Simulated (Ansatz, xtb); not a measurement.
# A geometry optimisation of BFH2Si− with r2SCAN-D4/def2-SVPD

The starting geometry of this gas-phase doublet has its atoms placed at random.

```json
{"atom": "B", "x (Å)": "0.6979", "y (Å)": "-0.7393", "z (Å)": "-0.8954"}
{"atom": "F", "x (Å)": "1.3940", "y (Å)": "1.0656", "z (Å)": "-0.1092"}
{"atom": "Si", "x (Å)": "-0.2224", "y (Å)": "1.1922", "z (Å)": "-1.5379"}
{"atom": "H", "x (Å)": "0.0356", "y (Å)": "-0.8832", "z (Å)": "-1.6584"}
{"atom": "H", "x (Å)": "-0.9199", "y (Å)": "-0.6669", "z (Å)": "-1.2163"}
```

Task: One run relaxed it with r2SCAN-D4/def2-SVPD. What is a likely outcome?

Result: It ends as a structure given below by its coordinates. Distances that change by over a tenth: B1–H4 (1.02 → 1.23 Å). Contacts that close: B1–Si3 (2.23 → 1.97 Å), B1–H5 (1.65 → 1.23 Å), F2–Si3 (2.16 → 1.73 Å).

The energy falls by 7.09 eV over 18 steps:

```csv
step,E − E(last) (eV)
1,7.093
3,4.306
5,2.281
7,1.095
9,0.720
10,0.656
12,0.378
14,0.060
16,0.003
18,0.000
```

Final geometry (Å):

```xyz
5

B    -0.0574   -0.5972   -1.3219
F     0.7614    1.8729   -0.0168
Si    1.1755    0.9382   -1.4161
H     0.0075   -1.4475   -2.2063
H    -0.9019   -0.7978   -0.4560
```

From the same start GFN2-xTB reaches the same bonding as this run.

From so rough a start the end depends on the optimiser's path, so another program may land elsewhere. No frequencies were run, so the end isn't proven a minimum. Open shells are spin-unrestricted. Run with Ansatz 0.2.0, 100 s on 1 thread of Intel(R) Xeon(R) 6975P-C (Granite Rapids), with other jobs on the host.
